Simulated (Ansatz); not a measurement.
PH4⁺, triplet: the ladder up to full CI

Geometry: that of the PH4, doublet, kept fixed. The singlet lies 4.8 eV lower here.

```xyz
5

P     0.0456    0.0000    0.0000
H     0.1616    0.0000   -1.5147
H    -0.8626    1.0782    0.0000
H    -0.8626   -1.0782    0.0000
H     0.1616    0.0000    1.5147
```

Basis 6-31G; Ansatz 0.2.0. Correlated methods freeze the noble-gas cores, which leaves 8 electrons in 16 orbitals. Prefix R: restricted or restricted open-shell reference; prefix U: unrestricted. Active spaces: valence = (8e, 8o) chosen from the atoms' valence shells.

Full CI is exact within this basis and frozen core; it isn't the basis-set limit. The frozen core follows each run's orbitals, which can shift R against U totals by a few meV.

For open shells CISD and CISDTQ are restricted-active-space CI with the open shells as a complete middle space.

```
UHF ⟨S²⟩                          : 2.052
T1 diagnostic (RCCSD)             : 0.0225
largest doubles amplitude (RCCSD) : 0.140
T1 diagnostic (UCCSD)             : 0.0177
```

```
   level  E − E(RHF) (eV)
     UHF          -0.3449
    RMP2          -1.9507
    UMP2          -1.9236
   RCCSD          -2.7263
   UCCSD          -2.7241
RCCSD(T)          -2.7638
UCCSD(T)          -2.7609
```

Problem. Estimate how far full CI in 6-31G lies from RCCSD(T). The table doesn't fix it; the size of (T) and the diagnostics are the guide.

Solution. Full CI in 6-31G lies 1.4 kJ/mol below RCCSD(T), which is 39 % of the (T) step (-3.6 kJ/mol). A doubles amplitude is large, and the rest is a large part of (T).

The other levels:

```json
{"level": "CISD", "E − E(full CI) (kJ/mol)": "16.4", "share of correlation (%)": "93.87", "wall time": "0.39 s"}
{"level": "BCCD(T)", "E − E(full CI) (kJ/mol)": "1.5", "share of correlation (%)": "99.43", "wall time": "0.69 s"}
{"level": "RCCSDT", "E − E(full CI) (kJ/mol)": "0.0", "share of correlation (%)": "99.99", "wall time": "–"}
{"level": "UCCSDT", "E − E(full CI) (kJ/mol)": "0.1", "share of correlation (%)": "99.98", "wall time": "–"}
{"level": "CISDTQ", "E − E(full CI) (kJ/mol)": "0.2", "share of correlation (%)": "99.91", "wall time": "1.3 s"}
{"level": "RCCSDT(Q)", "E − E(full CI) (kJ/mol)": "0.0", "share of correlation (%)": "100.01", "wall time": "2.9 s"}
{"level": "UCCSDT(Q)", "E − E(full CI) (kJ/mol)": "0.0", "share of correlation (%)": "100.01", "wall time": "2.4 s"}
{"level": "RCCSDTQ", "E − E(full CI) (kJ/mol)": "0.0", "share of correlation (%)": "100.00", "wall time": "16 s"}
{"level": "UCCSDTQ", "E − E(full CI) (kJ/mol)": "0.0", "share of correlation (%)": "100.00", "wall time": "16 s"}
{"level": "CASSCF (valence space)", "E − E(full CI) (kJ/mol)": "59.1", "share of correlation (%)": "77.95", "wall time": "–"}
{"level": "NEVPT2 (valence space)", "E − E(full CI) (kJ/mol)": "13.9", "share of correlation (%)": "94.81", "wall time": "1.9 s"}
{"level": "MRCISD (valence space)", "E − E(full CI) (kJ/mol)": "1.4", "share of correlation (%)": "99.47", "wall time": "–"}
{"level": "MRCISD+Q (valence space)", "E − E(full CI) (kJ/mol)": "0.7", "share of correlation (%)": "99.75", "wall time": "2.6 s"}
```

The correlation energy at full CI, counted from RHF, is -2.778 eV. That run took 3.7 s on 1 thread of Arm Neoverse V1, shared host over 828,944 determinants.

Times hold each run's SCF and search for its determinant on a shared host, so for small cases they say little of a method's own cost; they ran on 1 thread of Arm Neoverse V1.

The full-CI state has the irrep A1 of C2v, in the program's axes.

Natural occupations of full CI about the gap: 1.977 1.950 1.940 1.026 0.975 0.054 0.035 0.026 0.004 0.003; effectively unpaired electrons, Σ n²(2−n)², 2.04.
